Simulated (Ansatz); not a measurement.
Reaction (SMILES): OCl (OH-Cl) + H+ → [OH2+]Cl
B3LYP-D3(BJ)/def2-TZVP geometries, fixed; electronic energies without zero-point terms; positive where energy is released.

Energies in hartree at MP2 with Ansatz (an electronic-structure program); the proton affinity is their sum with the coefficients shown, times 627.509 kcal/mol a hartree; the bare proton counts zero. All functions are spherical. Cores are frozen. The proton sits at the site shown, which need not be the one that binds it best. No added dispersion term, no relativity.

```
species      coefficient          part  cc-pV(D+d)Z  cc-pV(T+d)Z  cc-pV(Q+d)Z
-----------  -----------  ------------  -----------  -----------  -----------
OCl (OH-Cl)           +1  Hartree-Fock   -534.87542   -534.92059   -534.93096
OCl (OH-Cl)           +1   correlation     -0.33193     -0.43904     -0.47831
[OH2+]Cl              -1  Hartree-Fock   -535.13550   -535.18136   -535.19160
[OH2+]Cl              -1   correlation     -0.33290     -0.43322     -0.46976
```

### Question
Predict the proton affinity in cc-pV(5+d)Z (X = 5): let each Hartree-Fock step shrink by the ratio of the last two, and fit each correlation energy at X = 3 and 4 to E + A/X^3. Compare with the run.

### Answer

- OCl (OH-Cl): steps -0.04517 and -0.01037, ratio 0.230, so Hartree-Fock -534.93335 (run: -534.93342); A = (-0.43904 - (-0.47831))/(1/27 - 1/64) = 1.8340, correlation -0.47831 - A/64 + A/125 = -0.49229 (run: -0.49472).
- [OH2+]Cl: steps -0.04586 and -0.01024, ratio 0.223, so Hartree-Fock -535.19388 (run: -535.19387); A = (-0.43322 - (-0.46976))/(1/27 - 1/64) = 1.7065, correlation -0.46976 - A/64 + A/125 = -0.48277 (run: -0.48484).
Predicted 157.51 kcal/mol; the run in cc-pV(5+d)Z gives 157.24, a miss of 0.28. Keeping the value in cc-pV(Q+d)Z, 158.19, would miss by 0.95. All sums are of the energies as printed.
